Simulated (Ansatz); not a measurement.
Species: C$_{2}$H$_{5}$, SMILES `[CH2]C` (charge 0, multiplicity 2), formula C₂H₅.

Problem. How many basis functions does frozen-core CCSD(T)/cc-pVTZ // B3LYP-D3(BJ)/def2-TZVP run with Ansatz (a program for electronic structure) use, how many core orbitals are frozen, and how many electrons are correlated?

Solution. 130 basis functions and 2 frozen orbitals, which leaves 13 correlated electrons. Core time is of the order of seconds.
